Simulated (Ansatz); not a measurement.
## Two structures, one formula

Two relaxed structures of BNH₃S (charge -1), singlet (PBE0-D4/def2-TZVPD; forces vanish, vibrations not checked).

A:

N1  (-0.471, 0.055, -0.656)
B2  (0.361, -0.176, 0.384)
S3  (0.687, 1.255, 1.624)
H4  (-0.570, -0.768, -1.245)
H5  (1.526, 0.599, 2.441)
H6  (0.980, -1.184, 0.702)
(Å)

B:

```tsv
atom	x (Å)	y (Å)	z (Å)
N1	-0.3148	-0.1348	-0.7740
B2	0.3597	-0.3151	0.7114
S3	0.3888	1.1922	1.5390
H4	-1.1096	-0.7704	-0.8424
H5	-0.6123	0.8484	-0.9592
H6	0.3648	-0.4417	-1.4701
```

Program: Ansatz 0.2.0. Basis: def2-TZVPPD. Cores are frozen in the correlated methods. B3LYP uses VWN-RPA correlation.

(1) Which structure is lower at CCSD(T), and by how much? (An estimate is asked for; the value comes from the calculation.)

No T1 diagnostic of these runs exceeds 0.028. The restricted Hartree–Fock reference is unstable towards an unrestricted one at one or more of these structures.

Results:

(1) Computed: A, by 50.99 kcal/mol (electronic energy, against the other). By their contacts, A is BNH₃S ([NH][BH][SH]), total charge -1 and B is BNH₃S ([NH3][B][S]), total charge -1.

All methods give the same order:

```
   method  E(B) − E(A) (kcal/mol)
   PBE-D4                   47.99
r2SCAN-D4                   52.30
  PBE0-D4                   51.40
 B3LYP-D4                   52.42
  wB97M-V                   54.10
       HF                   57.76
      MP2                   52.07
     CCSD                   53.53
  CCSD(T)                   50.99
```

Labels in which every atom is bracketed show which atoms are joined, not bond orders.

For scale, one of the runs: CCSD(T)/def2-TZVPPD, 176 basis functions, launched by `ansatz run in.yaml --threads 2 --pin off --events-out ev --progress --plain --max-ram 4352MiB`. Time: 31 s of wall clock on 2 CPU threads of an Arm Neoverse V2; the host was shared. Peak host memory: 1.6 GiB.
